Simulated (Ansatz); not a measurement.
A made-up structure of NaSiH3S, closed shell:

| atom | x (Å) | y (Å) | z (Å) |
| --- | --- | --- | --- |
| Na1 | -2.4121 | 0.5086 | 0.4911 |
| Si2 | -0.2189 | 0.0458 | -0.4440 |
| S3 | 0.5044 | -0.1062 | 1.5320 |
| H4 | 0.0209 | -1.2954 | -1.2907 |
| H5 | 0.5417 | 1.1760 | -1.2910 |
| H6 | 1.5639 | -0.3288 | 1.0026 |

It is relaxed with PBE-D4/def2-SVP and then PBE0-D4/def2-TZVP (Ansatz 0.2.0). Atoms count as bonded within 1.22 times the sum of their covalent radii (H–H: 0.88 Å). The end point is not checked to be a true minimum.

(1) Does its bonding change? (A judgement: the text doesn't fix the answer.)

Results:

(1) The calculation gives: Yes. Formed: none; broken: Na1–S3.

Where it ends: The first stage lowers the energy by 1.11 eV in 6 steps. It ends as NaSiH₃S ([Na][SiH2][SH]):
Na1  (-2.898, 0.611, 0.288)
Si2  (-0.299, 0.063, -0.436)
S3  (0.726, -0.152, 1.483)
H4  (0.007, -1.197, -1.198)
H5  (0.489, 1.092, -1.199)
H6  (1.975, -0.416, 1.062)
(Å)

Labels in which every atom is bracketed show which atoms are joined, not bond orders.

For scale, one of the runs: PBE0-D4/def2-TZVP relaxation, 124 basis functions, launched by `ansatz run in.yaml --threads 2 --pin off --events-out ev --progress --plain --max-ram 4352MiB`. The run took about 21 s on 2 CPU threads of an Arm Neoverse V2 (shared host).
